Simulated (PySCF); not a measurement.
Working out the ionisation energy of O

O [He] 2s2 2p4 (3P) → O⁺ [He] 2s2 2p3 (4S). Calculation: PySCF 2.14, in aug-cc-pVTZ; the non-relativistic Hamiltonian (point nucleus). Frozen: 1s2. Energies in hartree (1 hartree = 27.21139 eV):

```json
{"part": "UHF", "O (lower)": "-74.812982", "O⁺ (upper)": "-74.370750"}
{"part": "CCSD correlation", "O (lower)": "-0.162540", "O⁺ (upper)": "-0.113381"}
{"part": "(T)", "O (lower)": "-0.003430", "O⁺ (upper)": "-0.001671"}
```

Problem. What does Hartree-Fock give?

Solution. (-74.370750) − (-74.812982) = 0.442232 hartree = 12.034 eV.

Problem. What do CCSD and CCSD(T) give?

Solution. The CCSD correlation energies differ by 0.049159 hartree = 1.338 eV and the triples by 0.001759 hartree = 0.048 eV, so CCSD gives 13.372 eV and CCSD(T) 13.420 eV.

Measured between the centres of the two terms (NIST): 13.608 eV, so CCSD(T) (valence) is off by -0.188 eV.

What remains against the reference includes basis incompleteness, the frozen core and higher excitations.
